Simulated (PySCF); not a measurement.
**Removing an electron from tetrafluoroethylene**

Species: tetrafluoroethylene, C2F4.
Structure used (PBE0-D3(BJ)/def2-SVP), in Å, numbered top down from 1:
```
atom  x, y, z in Å
F1    -1.5741   -0.0366    0.7574
C2    -0.6378   -0.0265   -0.1561
F3    -1.0979   -0.0392   -1.3807
C4     0.6591   -0.0053    0.1332
F5     1.5948    0.0045   -0.7809
F6     1.1190    0.0071    1.3578
```

Level: CAM-B3LYP/def2-SVPD (PySCF). Frontier orbitals with their largest atomic shares (Löwdin; up to four atoms above 4 %):

| orbital | ε (eV) | main atoms |
| --- | --- | --- |
| HOMO−3 | -14.98 | F5 24 %, F6 24 %, F1 24 %, F3 24 % |
| HOMO−2 | -14.73 | F6 20 %, F3 20 %, F1 19 %, F5 19 % |
| HOMO−1 | -14.40 | F1 25 %, F3 25 %, F5 25 %, F6 24 % |
| HOMO | -9.16 | ? |
| LUMO | 0.90 | C4 34 %, C2 34 %, F6 8 %, F5 8 % |
| LUMO+1 | 1.71 | C4 32 %, C2 32 %, F3 9 %, F6 9 % |
| LUMO+2 | 1.89 | F3 18 %, F6 18 %, F1 18 %, F5 18 % |

**Question.** What vertical ionisation energy does ΔSCF give, and how far is −ε(HOMO) from it?

**Answer.** ΔSCF: 10.51 eV (1014 kJ/mol; threshold wavelength 118 nm); ⟨S²⟩ of the doublet left behind is 0.752, against 0.75 for a pure doublet. −ε(HOMO) is 9.16 eV, 1.35 eV below it. For the exact functional −ε(HOMO) would equal the first vertical ionisation energy; CAM-B3LYP (range-separated hybrid) falls short of its own ΔSCF value by 13 %.

**Question.** On which atoms does the HOMO lie?

**Answer.** C2 (=CF2 carbon) 28 %, C4 (=CF2 carbon) 28 %, F5 (vinyl fluorine) 11 %, F1 (vinyl fluorine) 11 %, so no atom holds as much as 40 %. The HOMO−1 lies 5.24 eV lower.

**Question.** What total energies stand behind the ΔSCF value?

**Answer.** E(N) = -475.06493 Eh and E(N − 1) = -474.67853 Eh at the same geometry, 0.38640 Eh apart.

**Question.** Shift the occupied levels rigidly so that −ε(HOMO) equals the ΔSCF value. What binding energies result?

**Answer.** The shift is +1.35 eV: HOMO 10.51, HOMO−1 15.75, HOMO−2 16.08, HOMO−3 16.33 eV. A rigid shift is only a rough guide to the deeper ionisations.

Geometry: PBE0-D3(BJ)/def2-SVP; no solvent, vibrations or thermal averaging.
